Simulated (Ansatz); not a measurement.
B2H5N, SMILES BBN, a composite energy at a relaxed geometry

Program: Ansatz 0.2.0, Python API.

The cells in order, each with its output:

In [1]:
```python
from dataclasses import dataclass
import itertools

import ansatz as az
from ase import Atoms
from ase.data import atomic_numbers, covalent_radii
import numpy as np
```

In [2]:
```python
@dataclass(frozen=True)
class Options:
    basis_set: str = "def2-SVP"
    functional: str = "r2scan"


settings = Options()
```

In [3]:
```python
atoms = Atoms(["B", "B", "N", "H", "H", "H", "H", "H"], positions=[
    (-0.9481, 0.6087, -0.752),
    (0.2635, 0.3323, 0.2599),
    (0.9163, -1.0235, 0.2205),
    (-1.3086, -0.1707, -1.5083),
    (-1.5103, 1.7088, -0.7696),
    (0.656, 1.1987, 0.9857),
    (1.7371, -1.0015, 0.9534),
    (0.2863, -1.7099, 0.5547),
])
geometry = az.Crystal.molecule_from_ase(atoms)
```

In [4]:
```python
job = (
    geometry.calculation()
    .basis(gaussian=settings.basis_set)
    .functional(settings.functional)
)
symbols = [site.symbol for site in geometry.cartesian_sites]
start = np.array([site.position_ang for site in geometry.cartesian_sites], dtype=float)
data = job.relax(force_tolerance=0.01, max_steps=100).run(threads=1, backend="cpu").report
end = np.array(data["positions_ang"])
# pairs closer than 1.2 times the sum of covalent radii, before or after
radius = [covalent_radii[atomic_numbers[s]] for s in symbols]
span = lambda where, i, j: np.linalg.norm(where[i] - where[j])
bonded = [(i, j) for i, j in itertools.combinations(range(len(symbols)), 2) if min(span(start, i, j), span(end, i, j)) < 1.2 * (radius[i] + radius[j])]
print("pair        before    after (A)")
for i, j in bonded:
    print(f"{symbols[i]}{i}-{symbols[j]}{j}".ljust(10), f"{span(start, i, j):8.4f} {span(end, i, j):8.4f}")
for first, second in list(itertools.combinations(bonded, 2)):
    shared = set(first) & set(second)
    if shared and symbols[(j := shared.pop())] != "H":
        i, k = sorted((set(first) | set(second)) - {j})
        u, v = end[i] - end[j], end[k] - end[j]
        angle = np.degrees(np.arccos(np.clip(u @ v / np.linalg.norm(u) / np.linalg.norm(v), -1, 1)))
        print(f"final angle {symbols[i]}{i}-{symbols[j]}{j}-{symbols[k]}{k}: {angle:.2f} deg")
```
```text
pair        before    after (A)
B0-B1        1.6026   1.6708
B0-H3        1.1443   1.2136
B0-H4        1.2356   1.2136
B1-N2        1.5053   1.3957
B1-H5        1.1964   1.2244
N2-H6        1.1006   1.0133
N2-H7        0.9898   1.0132
final angle B1-B0-H3: 122.27 deg
final angle B1-B0-H4: 122.26 deg
final angle B0-B1-N2: 130.54 deg
final angle B0-B1-H5: 113.29 deg
final angle H3-B0-H4: 115.11 deg
final angle N2-B1-H5: 116.17 deg
final angle B1-N2-H6: 123.09 deg
final angle B1-N2-H7: 123.99 deg
final angle H6-N2-H7: 112.93 deg
```

In [5]:
```python
minimum = az.Crystal.molecule()
for symbol, place in zip(symbols, end):
    minimum = minimum.atom(symbol, place.tolist())
at_minimum = minimum.calculation()
# MP2 extrapolated to the basis limit, plus the small-basis difference CCSD(T) - MP2
level = lambda method, basis: at_minimum.basis(gaussian=basis).correlation(method).run(threads=1, backend="cpu").report
small, large, cluster = level("mp2", "cc-pVDZ"), level("mp2", "cc-pVTZ"), level("ccsd_t", "cc-pVDZ")
corr = lambda each: (each["free_energy_ev"] - each["reference_energy_ev"]) / 27.211386246
mp2_limit = (27 * corr(large) - 8 * corr(small)) / 19
pieces = {"HF / cc-pVTZ": large["reference_energy_ev"] / 27.211386246, "MP2 correlation, DZ-TZ limit": mp2_limit, "CCSD(T) - MP2 / cc-pVDZ": corr(cluster) - corr(small)}
for name, value in pieces.items():
    print(f"{name:32s} {value:14.6f} Ha")
print(f"{'sum':32s} {sum(pieces.values()):14.6f} Ha")
print("T1 diagnostic", round(cluster["correlation"]["coupled_cluster"]["t1_diagnostic"], 4))
```
```text
HF / cc-pVTZ                        -106.768508 Ha
MP2 correlation, DZ-TZ limit          -0.451547 Ha
CCSD(T) - MP2 / cc-pVDZ               -0.052668 Ha
sum                                 -107.272723 Ha
T1 diagnostic 0.014
```

Reading the output:
- Total energies depend on the basis set; only differences at equal settings carry meaning.
- The sum leaves out core correlation, relativity, the Hartree-Fock basis error and zero-point energy; a DZ-TZ extrapolation is rough.
- Inner cores stay frozen, so this is valence correlation.
- An extrapolation from small basis sets is rough.
- It ran for 35 s on 1 thread of Arm Neoverse V1 (shared host), peak memory 0.3 GiB.
